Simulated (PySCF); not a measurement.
Molecule: `C(=O)F`, CHFO.

Molfile (atoms numbered from 1):
```
CHFO
     RDKit          3D

  4  3  0  0  0  0  0  0  0  0999 V2000
   -0.8605   -0.8905    0.0440 O   0  0  0  0  0  0  0  0  0  0  0  0
   -0.0611   -0.0263    0.0319 C   0  0  0  0  0  0  0  0  0  0  0  0
    1.2489   -0.2467    0.0106 F   0  0  0  0  0  0  0  0  0  0  0  0
   -0.2535    1.0651    0.0368 H   0  0  0  0  0  0  0  0  0  0  0  0
  1  2  2  0
  2  3  1  0
  2  4  1  0
M  END
```

Geometry PBE0-D3(BJ)/def2-SVP throughout; GIAO in PySCF 2.14, gas phase, one conformer, non-relativistic; equivalent atoms averaged; functional PBE0.

Question: How do the shifts δ (against H2O, TMS, CFCl3 at the same level) depend on the basis set? (ppm; last column core-seconds on 1 thread of an Arm Neoverse V2, shared host)

Answer: 
```csv
basis set,functions,O1,C2,F3,H4,core-s
pcSseg-0,29,519.5,169.1,74.8,8.41,1.2
cc-pVDZ,47,440.5,146.6,60.1,7.44,1.6
aug-cc-pVDZ,78,424.7,149.7,47.6,8.07,2.1
cc-pVTZ,104,455.3,155.0,57.3,7.79,2.8
IGLO-III,115,457.8,158.3,54.6,7.99,2.9
pcSseg-3,249,458.3,160.0,52.9,7.97,10
```

Question: Which nucleus moves most, in ppm?

Answer: O1 (carbonyl oxygen): from 424.7 ppm with aug-cc-pVDZ to 519.5 ppm with pcSseg-0. The smallest spread is 0.96 ppm, at H4. Proton shifts span only some 12 ppm, so a few tenths of a ppm matter as much there as several ppm in carbon.

Question: Taking the largest basis, pcSseg-3 (249 functions), as the yardstick, rank the others by their worst heavy-atom deviation.

Answer: IGLO-III 1.8 ppm (115 functions), cc-pVTZ 5.0 ppm (104 functions), cc-pVDZ 17.8 ppm (47 functions), aug-cc-pVDZ 33.7 ppm (78 functions), pcSseg-0 61.2 ppm (29 functions).

A small basis that lands close on one nucleus may do so by chance; judge by the trend and by all nuclei.
